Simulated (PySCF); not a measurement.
Compound: C4H8.
SMILES: `C/C=C\C`

The closed-shell ground state was solved at several levels (PySCF, density fitting, gas phase, non-relativistic). Geometry: PBE0-D3(BJ)/def2-SVP; no solvent, vibrations or thermal averaging.

```csv
level,basis functions,total energy (Eh),HOMO (eV),LUMO (eV),gap (eV),dipole (D)
HF/def2-SVPD,144,-156.0025,-9.32,2.92,12.24,0.24
PBE0/aug-cc-pVDZ,164,-157.0368,-6.86,-0.01,6.85,0.27
LDA/def2-SVPD,144,-155.6163,-5.92,-0.54,5.38,0.28
B3LYP/pcJ-1,188,-157.2400,-6.66,0.55,7.21,0.22
PBE0/def2-SVPD,144,-156.9177,-6.90,0.69,7.59,0.26
BHandHLYP/def2-SVPD,144,-157.0082,-7.87,1.37,9.24,0.24
PBE0/pcSseg-1,108,-157.0017,-6.89,0.78,7.67,0.26
PBE0/def2-TZVP,172,-157.0773,-6.87,0.73,7.60,0.24
LC-wPBE/def2-SVPD,144,-157.0147,-9.60,2.67,12.27,0.24
PBE0/def2-SVP,96,-156.9105,-6.82,0.90,7.72,0.24
PBE/def2-SVPD,144,-156.8888,-5.79,-0.35,5.44,0.26
wB97X-D/def2-SVPD,144,-157.0622,-8.74,2.51,11.25,0.26
```

**Question.** What might PBE0/def2-TZVPD (220 basis functions) give for the same quantities?

**Answer.** Total energy -157.0778 Eh, HOMO -6.88 eV, LUMO 0.44 eV, gap 7.32 eV, dipole 0.27 D.

**Question.** Over all these levels, which gives the widest orbital gap and which the narrowest?

**Answer.** LC-wPBE/def2-SVPD (range-separated hybrid) has the widest, 12.27 eV, and LDA/def2-SVPD (LDA) the narrowest, 5.38 eV. The two share the basis. From the narrowest to the widest the HOMO moves by -3.68 eV and the LUMO by +3.21 eV.

**Question.** How much does the basis alone move the frontier levels among the 6 PBE0 rows (the withheld one included)?

**Answer.** The HOMO by 0.08 eV and the LUMO by 0.91 eV. By rising basis size (HOMO, LUMO in eV): def2-SVP -6.82, 0.90; pcSseg-1 -6.89, 0.78; def2-SVPD -6.90, 0.69; aug-cc-pVDZ -6.86, -0.01; def2-TZVP -6.87, 0.73; def2-TZVPD -6.88, 0.44.

**Question.** In the def2-SVPD basis, how does the gap go with the fixed share of exact exchange?

**Answer.** LDA (0 %) 5.38 eV; PBE (0 %) 5.44 eV; PBE0 (25 %) 7.59 eV; BHandHLYP (50 %) 9.24 eV; HF (100 %) 12.24 eV. Each rise in the share widens the gap here.

**Question.** How far do the dipole and the HOMO energy spread over the levels?

**Answer.** The dipole runs from 0.22 to 0.28 D (mean 0.25 D) and the HOMO from -9.60 to -5.79 eV.

Note: wB97X-D ran without an empirical dispersion term, which enters the total energy and its gradient alone.
